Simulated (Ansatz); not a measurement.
A nudged elastic band was laid between two geometries of ClH + H4Si (7 atoms, charge 0, multiplicity 1).

All numbers below come from RKS B3LYP-D4/6-31G* (Ansatz).

```
movable images  : 5
climbing image  : yes
spring          : 5.0 eV/Å²
optimiser       : quadratic models (default)
start path      : through a guess of the saddle point
force threshold : 0.03 eV/Å
iteration limit : 60
end points      : relaxed
```

First end point:

```xyz
7
Properties=species:S:1:pos:R:3
Si 0.360 0.000 -0.200
H 0.075 0.000 1.265
H 1.831 0.000 -0.395
H -0.239 1.216 -0.803
H -0.239 -1.216 -0.803
Cl -3.169 0.000 1.964
H -1.878 0.000 1.960
```

Last end point:

```xyz
7
Properties=species:S:1:pos:R:3
Si -0.406 0.000 -0.740
H -0.024 0.000 3.404
H 0.693 0.000 0.252
H -0.343 1.216 -1.584
H -0.343 -1.216 -1.584
Cl -2.217 0.000 0.282
H -0.619 0.000 2.958
```

(1) What changes between the two ends?

(2) What energy profile does the band end with?

(3) What is the geometry of the highest image?

Answers

(1) Bonds broken: Si1–H2, Cl6–H7. Bonds formed: Si1–Cl6, H2–H7. ClH + H4Si becomes ClH3Si + H2.

(2) The forces met the threshold. The highest image is number 2 of 0 to 6, 1.86 eV above the first end and 2.61 eV above the last; the last end lies 0.75 eV below the first. Neighbouring images differ by up to 1.7 eV, so the band resolves the path poorly. A vibrational analysis at the climbing image gives one clearly imaginary mode, 998i cm⁻¹: a first-order saddle point. The orbitals stay closed-shell, which can raise the energy where a bond breaks towards radicals; this wasn't checked here.

| image | path coordinate (Å) | energy (eV) | Si1–H2 (Å) | Cl6–H7 (Å) | Si1–Cl6 (Å) |
| --- | --- | --- | --- | --- | --- |
| 0 | 0.00 | 0.00 | 1.49 | 1.29 | 4.14 |
| 1 | 1.01 | 0.19 | 1.50 | 1.31 | 3.27 |
| 2 | 2.03 | 1.86 | 1.72 | 1.77 | 2.56 |
| 3 | 2.78 | 0.72 | 2.22 | 2.11 | 2.21 |
| 4 | 3.53 | -0.36 | 2.78 | 2.40 | 2.10 |
| 5 | 4.28 | -0.71 | 3.42 | 2.81 | 2.08 |
| 6 | 5.03 | -0.75 | 4.16 | 3.12 | 2.08 |

(3) 
```xyz
7
Properties=species:S:1:pos:R:3
Si -0.177 0.000 -0.059
H 0.047 0.000 1.648
H 1.319 0.000 -0.017
H -0.564 1.289 -0.656
H -0.564 -1.289 -0.656
Cl -2.487 0.000 1.050
H -0.833 0.000 1.678
```

Run time: 72 s on 1 thread of Intel(R) Xeon(R) 6975P-C (Granite Rapids), on a shared host, peak memory 0.12 GiB.
